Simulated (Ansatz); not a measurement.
**Relative stability**

Two relaxed structures of LiSiH₂S (charge +1), closed shell (PBE0-D4/def2-TZVP; forces vanish, vibrations not checked).

A:

Li1  (-2.873, 0.646, 1.856)
Si2  (-0.729, -0.245, -0.385)
S3  (1.226, 0.111, 0.308)
H4  (-1.402, 0.313, 0.970)
H5  (1.001, 0.625, 1.528)
(Å)

B:

Li1  (-1.280, 0.903, 2.940)
Si2  (-0.917, -0.046, -0.495)
S3  (0.065, 0.563, 1.103)
H4  (-0.201, -0.309, -1.756)
H5  (-2.377, -0.270, -0.531)
(Å)

Computed with Ansatz 0.2.0 (basis: def2-TZVPP); correlated methods freeze the cores. The outer core shell of Li, Na, Mg and K is correlated. B3LYP uses VWN-RPA correlation.

Task: Which structure is lower at CCSD(T), and by how much? (To be estimated.)

Result: By the calculation: B, by 28.43 kcal/mol (electronic energy, against the other). By their contacts, A is LiSiH₂S ([Li][H][Si][SH]), total charge +1 and B is LiSiH₂S ([Li][S][SiH2]), total charge +1.

All methods give the same order:

| method | E(B) − E(A) (kcal/mol) |
| --- | --- |
| PBE-D4 | -26.19 |
| r2SCAN-D4 | -30.56 |
| PBE0-D4 | -28.92 |
| B3LYP-D4 | -27.92 |
| wB97M-V | -27.30 |
| HF | -33.92 |
| MP2 | -32.56 |
| CCSD | -28.73 |
| CCSD(T) | -28.43 |

T1 diagnostic: at most 0.017. The restricted Hartree–Fock reference is unstable towards an unrestricted one at one or more of these structures.

Labels in which every atom is bracketed show which atoms are joined, not bond orders.

For scale, one of the runs: CCSD(T)/def2-TZVPP, 131 basis functions, launched by `ansatz run in.yaml --threads 2 --pin off --events-out ev --progress --plain --max-ram 4352MiB`. Hardware: 2 CPU threads of an Arm Neoverse V1, shared host. Wall time about 6 s.
